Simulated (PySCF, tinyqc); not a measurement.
Worked calculation: CISD on RHF in the sto-3g basis, for HF, spin multiplicity 1. The lowest restricted solution is unstable here: a spin-polarised one lies 0.0110 hartree lower (PySCF). One step of it, computed by the program tinyqc.

Question. CISD: determinants and Hamiltonian. Slater-Condon rules over spin orbitals, with the nuclear repulsion added and E(HF) subtracted on the diagonal. Only determinants linked to the reference directly or through others are kept (one block of an abelian symmetry group), so some states are absent.

one-electron integrals over orbitals h = C^T H C (hartree):
```
            1          2          3          4          5          6
1  -40.411158   0.725270   0.000000   0.000000  -0.117494  -0.129211
2    0.725270  -9.120219   0.000000   0.000000   0.461159   0.711078
3    0.000000   0.000000  -8.588955   0.000000   0.000000   0.000000
4    0.000000   0.000000   0.000000  -8.588955   0.000000   0.000000
5   -0.117494   0.461159   0.000000   0.000000  -6.674539   2.326416
6   -0.129211   0.711078   0.000000   0.000000   2.326416  -5.945184
```

Two-electron integrals over orbitals (pq|rs), unique and non-zero (hartree):
```
(11|11) 5.364690    (21|11) -0.524012   (21|21) 0.080669    (22|11) 1.238179
(22|21) -0.023063   (22|22) 0.876491    (31|31) 0.029528    (32|31) 0.040230
(32|32) 0.190435    (33|11) 1.264028    (33|21) -0.015173   (33|22) 0.897560
(33|33) 0.997514    (41|41) 0.029528    (42|41) 0.040230    (42|42) 0.190435
(43|43) 0.053770    (44|11) 1.264028    (44|21) -0.015173   (44|22) 0.897560
(44|33) 0.889973    (44|44) 0.997514    (51|11) 0.089446    (51|21) -0.013407
(51|22) 0.005576    (51|33) 0.002646    (51|44) 0.002646    (51|51) 0.016705
(52|11) -0.110809   (52|21) 0.004464    (52|22) -0.045661   (52|33) -0.061716
(52|44) -0.061716   (52|51) 0.020480    (52|52) 0.130051    (53|31) -0.006241
(53|32) -0.025174   (53|53) 0.033806    (54|41) -0.006241   (54|42) -0.025174
(54|54) 0.033806    (55|11) 0.870222    (55|21) -0.008282   (55|22) 0.679766
(55|33) 0.665818    (55|44) 0.665818    (55|51) -0.001704   (55|52) -0.010770
(55|55) 0.662773    (61|11) 0.095338    (61|21) -0.015185   (61|22) 0.002788
(61|33) 0.002811    (61|44) 0.002811    (61|51) -0.012774   (61|52) -0.022841
(61|55) 0.004802    (61|61) 0.019033    (62|11) -0.138705   (62|21) 0.003765
(62|22) -0.077027   (62|33) -0.076661   (62|44) -0.076661   (62|51) -0.019911
(62|52) -0.080577   (62|55) -0.020765   (62|61) 0.019250    (62|62) 0.091303
(63|31) -0.006271   (63|32) -0.025742   (63|53) -0.023150   (63|63) 0.028657
(64|41) -0.006271   (64|42) -0.025742   (64|54) -0.023150   (64|64) 0.028657
(65|11) -0.431237   (65|21) 0.007177    (65|22) -0.248317   (65|33) -0.254428
(65|44) -0.254428   (65|51) 0.001326    (65|52) 0.075136    (65|55) -0.089249
(65|61) -0.004416   (65|62) 0.032602    (65|65) 0.240807    (66|11) 0.829020
(66|21) -0.008834   (66|22) 0.631705    (66|33) 0.617331    (66|44) 0.617331
(66|51) 0.009239    (66|52) 0.041582    (66|55) 0.641189    (66|61) -0.006701
(66|62) -0.050416   (66|65) -0.027950   (66|66) 0.665319
```

nuclear repulsion = 3.63002660 hartree

Hartree-Fock energy = -98.48430261 hartree

Give: determinants; H - E(HF) between determinants.

Answer.

Occupation strings over the orbitals (2 doubly, a alpha, b beta, 0 empty; spin orbitals ordered 1a 1b 2a 2b ...): 222220 2222ab 2a222b a2222b 2222ba 2b222a b2222a 222202 2a22b2 a222b2 222022 220222 2b22a2 202222 ab2222 b222a2 ba2222 022222

H - E(HF) between determinants (hartree):
```
        222220  2222ab  2a222b  a2222b  2222ba  2b222a  b2222a  222202
222220   0.000   0.000   0.000   0.000   0.000   0.000   0.000   0.241
2222ab   0.000   0.382  -0.009  -0.014  -0.241  -0.033   0.004   0.061
2a222b   0.000  -0.009   1.188   0.028  -0.033  -0.091  -0.019  -0.075
a2222b   0.000  -0.014   0.028  25.440   0.004  -0.019  -0.019  -0.001
2222ba   0.000  -0.241  -0.033   0.004   0.382  -0.009  -0.014  -0.061
2b222a   0.000  -0.033  -0.091  -0.019  -0.009   1.188   0.028   0.075
b2222a   0.000   0.004  -0.019  -0.019  -0.014   0.028  25.440   0.001
222202   0.241   0.061  -0.075  -0.001  -0.061   0.075   0.001   0.810
2a22b2  -0.033   0.075  -0.220   0.007  -0.030   0.081   0.020   0.061
a222b2   0.004   0.001   0.007  -0.403  -0.012   0.023   0.013   0.025
222022   0.029   0.023   0.026   0.006  -0.023  -0.026  -0.006   0.034
220222   0.029   0.023   0.026   0.006  -0.023  -0.026  -0.006   0.034
2b22a2   0.033  -0.030   0.081   0.020   0.075  -0.220   0.007  -0.061
202222   0.091   0.081   0.027  -0.004  -0.081  -0.027   0.004   0.130
ab2222  -0.019  -0.020   0.004  -0.088   0.023  -0.009   0.015  -0.020
b222a2  -0.004  -0.012   0.023   0.013   0.001   0.007  -0.403  -0.025
ba2222   0.019   0.023  -0.009   0.015  -0.020   0.004  -0.088   0.020
022222   0.019   0.013   0.015  -0.102  -0.013  -0.015   0.102   0.017

        2a22b2  a222b2  222022  220222  2b22a2  202222  ab2222  b222a2
222220  -0.033   0.004   0.029   0.029   0.033   0.091  -0.019  -0.004
2222ab   0.075   0.001   0.023   0.023  -0.030   0.081  -0.020  -0.012
2a222b  -0.220   0.007   0.026   0.026   0.081   0.027   0.004   0.023
a2222b   0.007  -0.403   0.006   0.006   0.020  -0.004  -0.088   0.013
2222ba  -0.030  -0.012  -0.023  -0.023   0.075  -0.081   0.023   0.001
2b222a   0.081   0.023  -0.026  -0.026  -0.220  -0.027  -0.009   0.007
b2222a   0.020   0.013  -0.006  -0.006   0.007   0.004   0.015  -0.403
222202   0.061   0.025   0.034   0.034  -0.061   0.130  -0.020  -0.025
2a22b2   1.643   0.029   0.025   0.025  -0.130   0.096   0.004  -0.020
a222b2   0.029  25.887   0.006   0.006  -0.020  -0.004  -0.161  -0.017
222022   0.025   0.006   0.818   0.054  -0.025   0.190  -0.040  -0.006
220222   0.025   0.006   0.054   0.818  -0.025   0.190  -0.040  -0.006
2b22a2  -0.130  -0.020  -0.025  -0.025   1.643  -0.096   0.017   0.029
202222   0.096  -0.004   0.190   0.190  -0.096   2.655  -0.014   0.004
ab2222   0.004  -0.161  -0.040  -0.040   0.017  -0.014  27.071   0.013
b222a2  -0.020  -0.017  -0.006  -0.006   0.029   0.004   0.013  25.887
ba2222   0.017   0.013   0.040   0.040   0.004   0.014  -0.081  -0.161
022222   0.013  -0.067   0.030   0.030  -0.013   0.081   0.487   0.067

        ba2222  022222
222220   0.019   0.019
2222ab   0.023   0.013
2a222b  -0.009   0.015
a2222b   0.015  -0.102
2222ba  -0.020  -0.013
2b222a   0.004  -0.015
b2222a  -0.088   0.102
222202   0.020   0.017
2a22b2   0.017   0.013
a222b2   0.013  -0.067
222022   0.040   0.030
220222   0.040   0.030
2b22a2   0.004  -0.013
202222   0.014   0.081
ab2222  -0.081   0.487
b222a2  -0.161   0.067
ba2222  27.071  -0.487
022222  -0.487  55.251
```
